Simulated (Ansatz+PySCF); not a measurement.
Two shapes of singlet C2H2.

Shape 1:

```xyz
4

C     0.0000    0.0000   -0.6043
C     0.0000    0.0000    1.8128
H     0.0000    0.0000   -1.6792
H     0.0000    0.0000    2.8878
```

Shape 2:

```xyz
4

C     0.0000    0.0000   -0.6043
C     0.0000    0.0000    1.2085
H     0.0000    0.0000   -1.6792
H     0.0000    0.0000    2.2835
```

Basis set: cc-pVDZ (spherical functions). Correlated methods keep 2 orbitals frozen. Charge 0, multiplicity 1.

Computed with Ansatz (development build ahead of 0.2.0); each method stands on the lowest determinant of its kind that the runs found.

(1) Which shape is lower in energy, and by how much in each method?

## Answers

(1)

```csv
method,E(2) − E(1) (eV)
RHF,-3.553
UHF,-1.995
RHF-MP2,-4.295
PBE0 (restricted),-4.941
r²SCAN (restricted),-5.157
```

Shape 2 is lower. Caution for RHF, RHF-MP2, PBE0 (restricted), r²SCAN (restricted): an unrestricted determinant lies well below. Caution for RHF, UHF, RHF-MP2: the determinant breaks the point group. Caution for UHF: the unrestricted determinant is a mixture of spin states. Caution for RHF-MP2: large amplitudes, a single reference is doubtful; another reference gives a lower total.
